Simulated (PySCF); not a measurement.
Magnetisability: `C=C=O`, C$_{2}$H$_{2}$O

Geometry (Å), atoms numbered from 1 in this order:
```xyz
5

C    -0.524   -0.042    0.215
C     0.731   -0.073   -0.177
O     1.838   -0.099   -0.524
H    -1.117   -0.956    0.191
H    -0.956    0.898    0.560
```

Level of theory: GIAO B3LYP/aug-cc-pVDZ magnetisability, rotational g tensor and spin-rotation constants, non-relativistic, gas phase in PySCF. Geometry: PBE0-D3(BJ)/def2-SVP.

(1) How diamagnetic is it, and how anisotropic?

(2) Split it along the inertial axes a, b, c into diamagnetic and paramagnetic parts about the centre of mass, with the quadrupole moment.

(3) And the rotational g tensor?

## Answers

(1) Isotropic -427 × 10⁻³⁰ J/T², or -25.7 × 10⁻⁶ cm³/mol; principal values -459, -421, -400 × 10⁻³⁰ J/T², anisotropy 52 × 10⁻³⁰ J/T² (root of half the summed squared differences of the principal values). The susceptibility is in cgs units.

(2) 
| axis | χ (10⁻⁶ cm³/mol) | diamagnetic (10⁻⁶ cm³/mol) | paramagnetic (10⁻⁶ cm³/mol) | summed x² of all electrons (Å²) | quadrupole Θ (D Å) |
| --- | --- | --- | --- | --- | --- |
| a | -27.6 | -38.3 | 10.6 | 31.7 | -0.75 |
| b | -25.4 | -151.3 | 126.0 | 5.0 | +3.13 |
| c | -24.1 | -155.7 | 131.7 | 4.0 | -2.38 |

Anisotropies 2χaa − χbb − χcc = -5.9 and 2χbb − χaa − χcc = +1.0 × 10⁻⁶ cm³/mol. Θ is traceless in Buckingham's convention.

(3) 
```
axis  rotational constant (GHz)        g  nuclear part  electronic part
   a                   278.6333  -0.3910        0.9994          -1.3904
   b                    10.2765  -0.0365        0.5717          -0.6082
   c                     9.9110  -0.0261        0.5869          -0.6130
```
Asymmetric top; isotopes 12C, 1H, 16O; no vibrational averaging.
